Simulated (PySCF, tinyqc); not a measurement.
Worked calculation: RHF in the sto-3g basis, for BH2+, spin multiplicity 1. The lowest restricted solution is unstable here: a spin-polarised one lies 0.0186 hartree lower (PySCF). One step of it, computed by the program tinyqc.

Question. Iteration 2: diagonalisation and new density. Diagonalise F' = X^T F X, C = X C', fill 3 alpha and 3 beta electrons from the bottom; D = 2 C_occ C_occ^T. Each column has its largest component positive (the first on a tie).

Fock matrix F (hartree), order 1B 1s, 1B 2s, 1B 2px, 1B 2py, 1B 2pz, 2H 1s, 3H 1s:
$$\begin{pmatrix}
-7.839820 & -2.272991 & 0.000000 & 0.000000 & 0.005409 & -0.193148 & -0.193148 \\
-2.272991 & -1.367365 & 0.000000 & 0.000000 & -0.060291 & -0.393576 & -0.393576 \\
0.000000 & 0.000000 & -0.110359 & 0.000000 & 0.000000 & 0.000000 & 0.000000 \\
0.000000 & 0.000000 & 0.000000 & -0.388134 & 0.000000 & -0.330766 & 0.330766 \\
0.005409 & -0.060291 & 0.000000 & 0.000000 & -0.136761 & -0.141251 & -0.141251 \\
-0.193148 & -0.393576 & 0.000000 & -0.330766 & -0.141251 & -0.456798 & -0.004428 \\
-0.193148 & -0.393576 & 0.000000 & 0.330766 & -0.141251 & -0.004428 & -0.456798
\end{pmatrix}$$

X, order 1B 1s, 1B 2s, 1B 2px, 1B 2py, 1B 2pz, 2H 1s, 3H 1s:
$$\begin{pmatrix}
-0.463436 & 0.000000 & 0.687948 & 0.000000 & -0.554789 & 0.000000 & 0.297800 \\
0.908887 & 0.000000 & -0.303054 & 0.000000 & -0.275529 & 0.000000 & 0.513207 \\
0.000000 & 0.000000 & 0.000000 & 1.000000 & 0.000000 & 0.000000 & 0.000000 \\
0.000000 & 0.884790 & 0.000000 & 0.000000 & 0.000000 & 0.616857 & 0.000000 \\
0.405348 & 0.000000 & 0.662555 & 0.000000 & 0.640137 & 0.000000 & 0.225373 \\
-0.586609 & -0.646900 & -0.277609 & 0.000000 & 0.226865 & 0.421850 & 0.357811 \\
-0.586609 & 0.646900 & -0.277609 & 0.000000 & 0.226865 & -0.421850 & 0.357811
\end{pmatrix}$$

Give: F' = X^T F X; orbital energies; coefficients C; D after iteration 2.

Answer.

F' = X^T F X (hartree):
$$\begin{pmatrix}
-0.521 & 0.000 & 1.226 & 0.000 & -1.056 & 0.000 & 0.635 \\
0.000 & 0.075 & 0.000 & 0.000 & 0.000 & 0.052 & 0.000 \\
1.226 & 0.000 & -2.871 & 0.000 & 2.832 & 0.000 & -1.849 \\
0.000 & 0.000 & 0.000 & -0.110 & 0.000 & 0.000 & 0.000 \\
-1.056 & 0.000 & 2.832 & 0.000 & -3.184 & 0.000 & 2.169 \\
0.000 & 0.052 & 0.000 & 0.000 & 0.000 & -0.653 & 0.000 \\
0.635 & 0.000 & -1.849 & 0.000 & 2.169 & 0.000 & -2.305
\end{pmatrix}$$

orbital energies (hartree): MO1 -7.844, MO2 -0.848, MO3 -0.657, MO4 -0.228, MO5 -0.110, MO6 0.038, MO7 0.079

coefficients C, order 1B 1s, 1B 2s, 1B 2px, 1B 2py, 1B 2pz, 2H 1s, 3H 1s:
$$\begin{pmatrix}
0.993 & -0.257 & 0.000 & 0.145 & 0.000 & -0.110 & 0.000 \\
0.026 & 0.835 & 0.000 & -0.572 & 0.000 & 0.481 & 0.000 \\
0.000 & 0.000 & 0.000 & 0.000 & 1.000 & 0.000 & 0.000 \\
0.000 & 0.000 & 0.552 & 0.000 & 0.000 & 0.000 & 0.926 \\
0.000 & 0.075 & 0.000 & 0.616 & 0.000 & 0.824 & 0.000 \\
-0.003 & 0.247 & 0.467 & 0.440 & 0.000 & -0.588 & -0.615 \\
-0.003 & 0.247 & -0.467 & 0.440 & 0.000 & -0.588 & 0.615
\end{pmatrix}$$

D after iteration 2, order 1B 1s, 1B 2s, 1B 2px, 1B 2py, 1B 2pz, 2H 1s, 3H 1s:
$$\begin{pmatrix}
2.103 & -0.377 & 0.000 & 0.000 & -0.037 & -0.134 & -0.134 \\
-0.377 & 1.397 & 0.000 & 0.000 & 0.125 & 0.413 & 0.413 \\
0.000 & 0.000 & 0.000 & 0.000 & 0.000 & 0.000 & 0.000 \\
0.000 & 0.000 & 0.000 & 0.610 & 0.000 & 0.516 & -0.516 \\
-0.037 & 0.125 & 0.000 & 0.000 & 0.011 & 0.037 & 0.037 \\
-0.134 & 0.413 & 0.000 & 0.516 & 0.037 & 0.558 & -0.313 \\
-0.134 & 0.413 & 0.000 & -0.516 & 0.037 & -0.313 & 0.558
\end{pmatrix}$$
